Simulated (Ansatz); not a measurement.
# SiNH3 (SMILES [N][SiH3]): methods side by side

The species is SiNH3 (5 atoms), meant as a triplet with charge 0. SMILES: `[N][SiH3]`. The coordinates come from a GFN2-xTB relaxation.

| atom | x (Å) | y (Å) | z (Å) |
| --- | --- | --- | --- |
| N | -1.5366 | 0.3343 | 0.4795 |
| Si | 0.0102 | -0.0023 | -0.0038 |
| H | 0.0649 | -0.3132 | -1.4454 |
| H | 0.5551 | -1.1630 | 0.7272 |
| H | 0.9063 | 1.1442 | 0.2425 |

Each level gives the energy change with the Si2–H3 bond stretched from 1.476 to 3.689 Å (eV). The values are calculated.

```
           level                    kind  program  value (eV)  CPU time (all runs)
      UHF/STO-3G            Hartree–Fock   Ansatz        3.99               0.25 s
   USVWN5/STO-3G                     LDA   Ansatz        4.27                1.8 s
U-wB97M-V/STO-3G  range-separated hybrid   Ansatz        4.49                 44 s
  U-wB97X/STO-3G  range-separated hybrid   Ansatz        4.44                 17 s
 UBCCD(T)/STO-3G   coupled cluster or CI   Ansatz           ?               0.64 s
   UCCSDT/STO-3G   coupled cluster or CI   Ansatz           ?                1.4 s
  UCCSDTQ/STO-3G   coupled cluster or CI   Ansatz        3.62                 51 s
      FCI/STO-3G      exact in the basis   Ansatz        3.62                2.5 s
```

**Question.** Estimate what the levels marked ? give.

**Answer.** As computed at these levels: UBCCD(T)/STO-3G: 3.65 eV; UCCSDT/STO-3G: 3.63 eV. The first shape isn't each level's own minimum. The values span 3.62 to 4.49 eV. Spin contamination of the reference (⟨S²⟩ at least 0.1 too high) touches UHF/STO-3G, U-wB97M-V/STO-3G, U-wB97X/STO-3G, UBCCD(T)/STO-3G, UCCSDT/STO-3G, UCCSDTQ/STO-3G. All rows use very small basis sets, so even the best lies far from the true value. Times are those of the runs behind each value, whatever else they computed, on shared processors of several kinds: orders of magnitude only.
